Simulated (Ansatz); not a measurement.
Geometry optimisation, Ansatz 0.2.0, UHF/def2-SVP.

input.yaml

```yaml
crystal:
  periodic: [false, false, false]
  atoms:
    - { symbol: "N", position_ang: [-1.103, 0.1389, -0.4632] }
    - { symbol: Al, position_ang: [0.6936, -0.2897, -0.3672] }
    - { symbol: O, position_ang: [1.4035, -0.7286, 1.2394] }
    - { symbol: H, position_ang: [-1.5172, -0.462, -1.1614] }
    - { symbol: H, position_ang: [-1.1945, 1.1312, -0.914] }
    - { symbol: H, position_ang: [1.7596, 0.1461, 1.6202] }
magnetization:
  spin_polarized: true
  initial_magnetization: 1
basis:
  gaussian: { orbitals: def2-SVP }
hamiltonian:
  xc: hf
relax:
  f_tol: 0.02
  max_steps: 50
```

Command:

```bash
$ ansatz run input.yaml --threads 1 --pin off --max-ram 2048MiB --backend cpu --events-out ev --progress --plain --runs-dir out
```

**Question.** Where does it end, and by what steps?

**Answer.** The forces met the threshold. After 14 steps the energy has fallen by 1.104 eV; Al2 moved furthest, 0.87 Å.

```tsv
step	energy less start (eV)	largest force component (eV/Å)	accepted
0	0.0000	3.666	yes
1	-0.4069	1.649	yes
2	-0.5681	0.819	yes
3	-0.7267	0.420	yes
4	-0.8200	1.239	yes
5	-0.9550	1.053	yes
6	-1.0369	0.650	yes
7	-1.0481	0.477	yes
8	-1.0788	0.716	yes
9	-1.0778	0.297	no
10	-1.1031	0.051	yes
11	-1.1038	0.036	yes
12	-1.1040	0.049	yes
13	-1.1041	0.056	yes
14	-1.1044	0.004	yes
```

```xyz
6
Properties=species:S:1:pos:R:3
N -0.914 0.237 -0.782
Al 0.676 0.524 -0.061
O 1.171 -0.545 1.161
H -1.528 -0.509 -0.513
H -1.331 0.784 -1.509
H 1.968 -0.555 1.659
```

Whether the end is a true minimum wasn't checked by a vibrational analysis.

The run took 13 s on 1 thread of Arm Neoverse V2, on a shared host, peak memory 0.11 GiB.
